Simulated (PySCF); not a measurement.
CHO, SMILES [CH]=O (connectivity only; charge and spin as stated), charge +1, multiplicity 1. Heavy atoms are numbered as in [CH:1]=[O:2]. Hydrogens are named by the atom that carries them.

The structure is a stationary point at B3LYP-D3(BJ)/def2-TZVPD. The isomer is the one that the SMILES or the coordinates give; other isomers of the formula were not compared.

These are PBE0/def2-TZVPD in PySCF values and carry that method's errors.

ESP charges are fitted to the potential on shells at 1.4 to 2.0 van der Waals radii. Atomic charges (e), one atom of each kind:

```
atom      IAO  ESP fit
-------  ----  -------
C1 (CH)  0.58     0.52
O2       0.07     0.12
H on C1  0.35     0.36
```
